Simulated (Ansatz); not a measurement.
# C3H4F2O: the cost of one run

Program: Ansatz 0.2.0. Level of theory: UKS r2SCANh-D4/STO-3G. These are calculated values, not measurements.

## Step 1: Starting point

Bond lengths: C1–C2 1.328 Å, C2–O3 1.387 Å, C2–C4 1.551 Å, C4–F5 1.288 Å, C4–F6 1.372 Å, C1–H7 1.053 Å, C1–H8 1.101 Å, O3–H9 0.993 Å, C4–H10 1.145 Å. Angles: C1–C2–O3 116.7°, C1–C2–C4 127.5°, O3–C2–C4 115.7°, C2–C1–H7 121.8°, C2–C1–H8 118.4°, H7–C1–H8 119.4°, C2–O3–H9 104.5°, C2–C4–F5 111.5°, C2–C4–F6 108.3°, C2–C4–H10 108.8°, F5–C4–F6 109.2°, F5–C4–H10 111.9°, F6–C4–H10 107.1°.

Coordinates:

```xyz
10

C    -1.0228   -1.0358    0.5413
C    -0.1046   -0.3675   -0.1469
O     0.4316   -1.0063   -1.2548
C     0.5073    1.0164    0.1922
F     1.7745    0.9312    0.4093
F     0.2880    1.8561   -0.8705
H    -1.3761   -1.9762    0.2261
H    -1.5157   -0.5286    1.3856
H     1.1515   -0.3979   -1.5685
H    -0.0505    1.4574    1.0892
```

## Step 2: Relaxing end A

File input.yaml:

```yaml
crystal:
  periodic: [false, false, false]
  atoms:
    - { symbol: C, position_ang: [-1.0228, -1.0358, 0.5413] }
    - { symbol: C, position_ang: [-0.1046, -0.3675, -0.1469] }
    - { symbol: O, position_ang: [0.4316, -1.0063, -1.2548] }
    - { symbol: C, position_ang: [0.5073, 1.0164, 0.1922] }
    - { symbol: F, position_ang: [1.7745, 0.9312, 0.4093] }
    - { symbol: F, position_ang: [0.288, 1.8561, -0.8705] }
    - { symbol: H, position_ang: [-1.3761, -1.9762, 0.2261] }
    - { symbol: H, position_ang: [-1.5157, -0.5286, 1.3856] }
    - { symbol: H, position_ang: [1.1515, -0.3979, -1.5685] }
    - { symbol: H, position_ang: [-0.0505, 1.4574, 1.0892] }
magnetization:
  spin_polarized: true
basis:
  gaussian: { orbitals: STO-3G }
hamiltonian:
  xc: r2scanh
  dispersion: d4
relax:
  f_tol: 0.02
  max_steps: 50
output:
  orbitals: {}
```

Started as:

```sh
> ansatz run input.yaml --threads 1 --pin off --max-ram 2048MiB --backend cpu --events-out ev --progress --plain --runs-dir out
```

Q: Estimate wall time and peak memory on 1 thread of an x86-64 CPU, shared host.

About 2.1 min, with a peak of 0.21 GiB.
